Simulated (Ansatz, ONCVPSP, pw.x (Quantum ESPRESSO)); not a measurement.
## Equation-of-state test of one ONCV potential (zinc)

ONCVPSP 4.0.1.1 (patched build) input, shortened (lines: element, Z, core and valence counts, functional; n l f; lmax; l rc ep ncon nbas qcut; lloc lpopt rc5 dvloc0; l nproj debl; icmod fcfact rcfact), PBEsol, scalar-relativistic:

```
  Zn 30.00    5    3  -116133      upf
    1    0    2.00
    2    0    2.00
    2    1    6.00
    3    0    2.00
    3    1    6.00
    3    2   10.00
    4    0    1.00
    4    1    1.00
    2
    0    2.25    0.00    4    7    3.60
    1    2.70    0.00    4    7    4.10
    2    1.50    0.00    4    9   12.00
    4    5    1.10    0.00
    0    2    0.90
    1    2    2.30
    2    2    1.00
    3    2.50    1.55
```

Crystal test: fcc Zn in pw.x 7.5, no spin, 15³ k-points, Fermi–Dirac smearing 0.01 Ry, cutoffs 140/560 Ry. The reference is all-electron LAPW (Ansatz 0.2.0) with the same functional, mesh and smearing; V0 and B0 come from Birch–Murnaghan fits to the pressures at five volumes. Errors are pseudo minus all-electron; Δ is the rms difference of the E(V) curves that follow from these fits, minima aligned, over ±6 % about the mean V0. Mesh and smearing are coarse, so the numbers serve the comparison and aren't converged zero-temperature values; the lattice is a test structure that the element need not adopt.

```tsv
V (Å³/atom)	P all-electron (GPa)	P pseudo (GPa)
13.474	4.84	5.58
13.828	2.12	2.80
14.183	-0.21	0.47
14.538	-2.20	-1.50
14.892	-3.90	-3.21
```

All-electron: a0 = 3.839 Å (V0 = 14.15 Å³/atom), B0 = 87.1 GPa.

Pseudopotential: mean pressure error (GPa): +0.70; a0 (Å): 3.850; a0 error (%): +0.27; B0 error (%): -4.0; Δ (meV/atom): 2.1. The largest radius (2.70 bohr) exceeds half the bond length (2.57 bohr), so the spheres overlap, which is one possible source of error among others. Note: ghosts flagged at negative energy: s at -0.73 eV; GHOST(+) flagged for p at 107.6 eV. A true bound ghost makes a file unfit for plane-wave use. Atomic configuration tests: 1 of 4 tests not solved or not reliable.

**Question.** At the middle volume, how do free energy and pressure move when the wave cutoff is lowered (ecutrho kept at four times it)?

**Answer.**

| cutoff (Ry) | shift of F (meV/atom) | shift of P (GPa) |
| --- | --- | --- |
| 63 | +34178.1 | -1284.96 |
| 84 | +4457.0 | -327.29 |
| 112 | +79.6 | -11.87 |

The run at the middle volume (120 k-points, 9 iterations) took about 32 s on one core of a shared host (Intel(R) Xeon(R) 6975P-C, 192 threads, 378 GiB, load 23).
